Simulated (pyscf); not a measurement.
PySCF, gas phase, ωB97X-D3(BJ)/def2-SVP geometries.

**Question.** Estimate the classical barrier height and the reaction energy of HO–Bi(OH)–OH + H₂ → HO–BiH–OH + H₂O at ωB97M-D3(BJ)/def2-TZVP. The step runs on the singlet surface, breaks Bi–O, H–H and forms Bi–H, H–O; take the separated reactants as zero.

**Answer.** ΔE‡ = 32.2 kcal/mol, ΔE = +7.5 kcal/mol. Zero-point energy shifts the barrier by +2.4 kcal/mol. It is a four-centre exchange, with an imaginary mode of 1281i cm⁻¹. On the product side the descent ends in a bound adduct (not fully relaxed), 11.4 kcal/mol under the separated species and 34.2 kcal/mol under the saddle at ωB97X-D3(BJ)/def2-TZVP. At the saddle there is also a short Bi–H contact that neither side keeps. One saddle was located; it need not be the lowest between these sides. Elements past Kr carry the def2 core potentials, without spin-orbit coupling.
